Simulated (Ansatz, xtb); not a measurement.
**Relative energy of two isomers of H5OSi2+**

Structure a: `O[SiH+][SiH3]`, a singlet. Structure b: `[OH+]1[SiH2][SiH2]1`, a singlet. Both are isolated ions in the gas phase, relaxed with BLYP-D3(BJ)/def2-SVP; the shapes shown needn't be the lowest conformers.

a (Å):

```yaml
atoms:
  - { symbol: O, position_ang: [-3.1894, 1.8233, 3.1604] }
  - { symbol: Si, position_ang: [-2.6517, 0.6330, 2.1911] }
  - { symbol: Si, position_ang: [-2.2849, 1.2507, -0.0867] }
  - { symbol: H, position_ang: [-3.3898, 1.7382, 4.1186] }
  - { symbol: H, position_ang: [-2.4646, -0.6873, 2.8764] }
  - { symbol: H, position_ang: [-0.8361, 0.9472, -0.2831] }
  - { symbol: H, position_ang: [-3.1960, 0.3305, -0.8303] }
  - { symbol: H, position_ang: [-2.6536, 2.6926, -0.1214] }
```

b (Å):

```xyz
8

O    -2.2413    1.5007    2.1770
Si   -1.7467    0.3020    0.8717
Si   -3.7101    1.4769    1.0692
H    -1.9082    1.9185    3.0043
H    -1.5874   -1.0469    1.4771
H    -0.5899    0.8488    0.1141
H    -4.8745    0.9200    1.8076
H    -3.8772    2.8159    0.4446
```

Quicker runs give these differences E(b) − E(a): GFN2-xTB +48.87 kJ/mol; HF/STO-3G −24.13 kJ/mol (at GFN2-xTB geometries); r2SCAN-D4/def2-SVP −14.59 kJ/mol (at GFN2-xTB geometries).

Question: Which of the two would you expect CCSD(T)/def2-TZVP electronic energies to favour?

Answer: Too close to call at this level: CCSD(T)/def2-TZVP gives E(b) − E(a) = +7.14 kJ/mol.

The same difference at several levels:

```tsv
level	geometry	E(b) − E(a) (kJ/mol)	departure from the last row (kJ/mol)	job, with rough time for the two
GFN2-xTB	GFN2-xTB	+48.87	+41.73	optimisation, 0.13 s
HF/STO-3G	GFN2-xTB	−24.13	−31.27	single point, 0.32 s
r2SCAN-D4/def2-SVP	GFN2-xTB	−14.59	−21.73	single point, 4.2 s
BLYP-D3(BJ)/def2-SVP	BLYP-D3(BJ)/def2-SVP	+4.81	−2.33	optimisation, 53 s
HF/def2-TZVP	BLYP-D3(BJ)/def2-SVP	+13.63	+6.49	part of the CCSD(T) run
MP2/def2-TZVP	BLYP-D3(BJ)/def2-SVP	+2.79	−4.35	part of the CCSD(T) run
CCSD(T)/def2-TZVP	BLYP-D3(BJ)/def2-SVP	+7.14		single point, 37 s
```

As drawn, b has 1 O–Si more. Structure a has no ring, b a 3-membered ring.

HF/STO-3G, r2SCAN-D4/def2-SVP put the two in the other order. The largest departure from CCSD(T)/def2-TZVP is that of GFN2-xTB, 41.73 kJ/mol.

With harmonic frequencies from BLYP-D3(BJ)/def2-SVP (ideal gas, rigid rotor, one conformer each, 400 K, 1 atm): on the last row, ΔE + ΔZPE = +10.12 kJ/mol. A mode under 50 cm⁻¹ makes harmonic enthalpies and free energies unreliable, so none is given.

The correlated steps freeze 11 core orbitals. Codes used: Ansatz 0.2.0, xtb 6.7.1; the last row on 1 thread of Arm Neoverse V2 on a shared host.
